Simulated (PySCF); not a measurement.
# BClH3P: the cost of one run

Computed with PySCF 2.14.0, with density-fitted response routines of our own, on a single molecule, in the gas phase or a continuum. Atoms are numbered from 0 throughout.

## 1. Starting geometry

6 atoms, charge 0, multiplicity 1; geometry from: GFN2-xTB. The atoms were then displaced at random by about 0.01 Å, so the start is not that level's minimum.

Bonds of the start (Å): P0–B1 1.86, B1–Cl2 1.68, P0–H3 1.35, P0–H4 1.40, B1–H5 1.18.

## 2. Optimising the geometry at PBE0-D3(BJ)/def2-SVP

What the job is given:

```
{"job": {"xc": "PBE0", "basis": "def2-SVP", "d3": "d3bj", "grid": 1, "shake": 0.01, "kind": "geom"}, "charge": 0, "multiplicity": 1}
P     -0.966000    -0.187200    -0.554130
B      0.777400     0.254260    -0.069180
Cl     1.900060    -0.979390     0.152880
H     -1.181030    -1.244990     0.258380
H     -1.655570     0.750190     0.216720
H      1.149310     1.377120    -0.049340
```

Launch:

```bash
$ OMP_NUM_THREADS=1 python probes_run.py task.json out
```

The driver reads the jobs from task.json and runs them one after another.

Q: Estimate the wall time and peak memory of this first job on 1 thread of AMD EPYC, shared host.

About 16 s, with a peak of 0.3 GiB.
